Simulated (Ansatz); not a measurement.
Ansatz (an electronic-structure program) input (RI-MP2/cc-pVQZ):
A basis named .json is the Basis Set Exchange file of that set.

Ansatz 0.2 input:
```yaml
crystal:
  periodic: [false, false, false]
  atoms:
    - {symbol: C, position_ang: [-0.02532157, 0.79659948, 0.00616620]}
    - {symbol: O, position_ang: [-0.00968659, -0.72153609, 0.05677689]}
    - {symbol: H, position_ang: [-1.07603513, 1.05857315, 0.06196596]}
    - {symbol: H, position_ang: [0.88071834, -1.11904627, 0.10703011]}
    - {symbol: H, position_ang: [0.51569145, 1.10272426, 0.89461166]}
    - {symbol: H, position_ang: [0.44963847, 1.10891103, -0.91835118]}
    - {symbol: H, position_ang: [-0.54059096, -1.15847037, -0.63646886]}
basis:
  gaussian:
    orbitals: cc-pVQZ
    fitting: {mean_field: def2-universal-jkfit, correlation: cc-pVQZ-RIFIT.json}
total_charge: 1
magnetization: {spin_polarized: false}
correlation: {method: mp2, electrons: outside_noble_gas}
```

End of the output:

```
integrals: 0.19 GiB planned
242 factors; integrals over basis functions are off by at most 3.8e0 eV
mean field: 0.48 GiB planned
mean field evaluation 1: about -3136.3103 eV, gradient 4.9e1 eV
mean field evaluation 2: about -3139.2225 eV, gradient 2.7e1 eV
mean field evaluation 4: about -3140.3480 eV, gradient 9.2e-1 eV
mean field evaluation 8: about -3140.3503 eV, gradient 1.0e-6 eV
mean field -3140.35032705 eV, -115.4057459133 hartree, gradient 1.0e-6 eV, S^2 0.000000; 0 other end points of the search recorded, 0 dependent functions left out
2 core orbitals not correlated
539 factors; their error is unknown
reference -3140.35032705 eV, -115.4057459133 hartree; 7, 7 occupied and 251, 251 virtual orbitals, 539 factors
second order -12.23856430 eV of doubles, -0.00000000 eV of singles
Total energy: -3152.58889136 eV, -115.8555048559 hartree
```

It need not be the lowest isomer of its formula.
